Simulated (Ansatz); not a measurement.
# AlH3S (SMILES [AlH2][SH]) at B3LYP/6-31G(d) (Cartesian functions)

Aim: the vertical singlet–triplet gap of AlH3S at B3LYP/6-31G* (Cartesian functions), from 2 runs. 

The calculation is run with Ansatz 0.2.0.

48 further runs of the same task are left out: 48 set aside as unsound or not needed.

### 1 The structure to begin with

AlH3S has 5 atoms, charge 0, and is taken as a singlet. As SMILES, `[AlH2][SH]`. The shape is that of a PBE0-D4/def2-TZVP optimisation.

Bond lengths: Al1–S2 2.181 Å, Al1–H3 1.579 Å, Al1–H4 1.581 Å, S2–H5 1.344 Å. Angles: Al1–S2–H5 93.7°, S2–Al1–H3 116.5°, S2–Al1–H4 118.9°, H3–Al1–H4 124.6°.

### 2 A single-point energy at B3LYP/6-31G(d) (Cartesian functions)

File run.yaml:

```yaml
crystal:
  periodic: [false, false, false]
  atoms:
    - {symbol: Al, position_ang: [-0.616100, -0.064200, -0.181700]}
    - {symbol: S, position_ang: [1.129100, -0.343100, 1.096600]}
    - {symbol: H, position_ang: [-1.981700, -0.650100, 0.351100]}
    - {symbol: H, position_ang: [-0.441100, 0.696000, -1.556400]}
    - {symbol: H, position_ang: [1.959700, 0.287800, 0.249000]}
basis:
  gaussian:
    orbitals: "6-31G*"
magnetization:
  spin_polarized: false
  initial_magnetization: 0
hamiltonian:
  xc: {name: B3LYP}
accuracy: high
output: {orbitals: {seedname: orbitals}}
```

Run with:

```
$ ansatz run run.yaml --threads 1 --pin off --max-ram 3480MiB --events-out events.jsonl --progress --plain --runs-dir runs
```

What it wrote:

```text
Warning: RAYON_NUM_THREADS=1 ignored (pool sized by the plan → 1); use --threads N
Functional definition: B3LYP
  name "B3LYP"
  parameter a0 = 0.2
  parameter ax = 0.72
  parameter ac = 0.81
  exchange = (1 - a0 - ax)*slater_x + ax*b88_x + a0*exact_x
  correlation = (1 - ac)*vwn_rpa_c + ac*lyp_c
860 factors; integrals over basis functions are off by at most 3.2e-9 eV
mean field evaluation 1: about -17481.0981 eV, gradient 1.7e1 eV
mean field evaluation 2: about -17481.0103 eV, gradient 1.8e1 eV
mean field evaluation 4: about -17482.0632 eV, gradient 3.9e-1 eV
mean field evaluation 8: about -17482.0605 eV, gradient 1.4e-2 eV
mean field evaluation 16: about -17482.0605 eV, gradient 2.6e-7 eV
mean field -17482.06045481 eV, -642.4538719480 hartree, gradient 4.7e-8 eV, S^2 0.000000; 0 other end points of the search recorded, 0 dependent functions left out
reference -17482.06049169 eV, -642.4538733034 hartree; 16, 16 occupied and 28, 28 virtual orbitals, 860 factors
Total energy: -17482.06049169 eV, -642.4538733034 hartree
```

It took 2.4 s on 1 thread of Arm Neoverse V1, shared host; peak memory 0.12 GiB.

### 3 The triplet at the same level

File input.yaml:

```yaml
basis:
  gaussian:
    orbitals: "6-31G*"
crystal:
  periodic: [false, false, false]
  atoms:
    - {symbol: Al, position_ang: [-0.616100, -0.064200, -0.181700]}
    - {symbol: S, position_ang: [1.129100, -0.343100, 1.096600]}
    - {symbol: H, position_ang: [-1.981700, -0.650100, 0.351100]}
    - {symbol: H, position_ang: [-0.441100, 0.696000, -1.556400]}
    - {symbol: H, position_ang: [1.959700, 0.287800, 0.249000]}
total_charge: 0
magnetization:
  spin_polarized: true
  initial_magnetization: 2
hamiltonian:
  xc: {name: B3LYP}
accuracy: high
output:
  orbitals: {seedname: orbitals}
```

Run with:

```
$ ansatz run input.yaml --threads 1 --pin off --max-ram 3480MiB --events-out events.jsonl --progress --plain --runs-dir runs
```

What it wrote:

```text
Warning: RAYON_NUM_THREADS=1 ignored (pool sized by the plan → 1); use --threads N
Functional definition: B3LYP
  name "B3LYP"
  parameter a0 = 0.2
  parameter ax = 0.72
  parameter ac = 0.81
  exchange = (1 - a0 - ax)*slater_x + ax*b88_x + a0*exact_x
  correlation = (1 - ac)*vwn_rpa_c + ac*lyp_c
860 factors; integrals over basis functions are off by at most 3.2e-9 eV
mean field evaluation 1: about -17475.8950 eV, gradient 9.3e0 eV
mean field evaluation 2: about -17472.1315 eV, gradient 2.1e1 eV
mean field evaluation 4: about -17476.7337 eV, gradient 3.3e0 eV
mean field evaluation 8: about -17476.9309 eV, gradient 6.0e-1 eV
mean field evaluation 16: about -17477.0572 eV, gradient 4.4e-1 eV
mean field evaluation 32: about -17476.3489 eV, gradient 6.9e0 eV
mean field evaluation 64: about -17476.8922 eV, gradient 1.7e0 eV
mean field -17477.06371028 eV, -642.2702449736 hartree, gradient 1.9e-8 eV, S^2 2.003482; 12 other end points of the search recorded, 0 dependent functions left out
reference -17477.06374665 eV, -642.2702463102 hartree; 17, 15 occupied and 27, 29 virtual orbitals, 860 factors
Total energy: -17477.06374665 eV, -642.2702463102 hartree
```

It took 14 s on 1 thread of Arm Neoverse V1, shared host; peak memory 0.17 GiB.

### 4 Summary of results

Level: B3LYP/6-31G* (Cartesian functions).

```
                                        quantity          value
                           singlet: total energy  -642.45387 Eh
                            singlet: HOMO energy       -7.51 eV
                            singlet: LUMO energy       -1.59 eV
                          singlet: HOMO–LUMO gap        5.92 eV
                           triplet: total energy  -642.27025 Eh
     triplet: HOMO energy (highest over α and β)       -3.14 eV
                                   triplet: ⟨S²⟩          2.003
vertical energy of the triplet above the singlet       4.997 eV
```

**Reading.** At this shape the triplet lies 5.00 eV (115 kcal/mol) above the singlet.
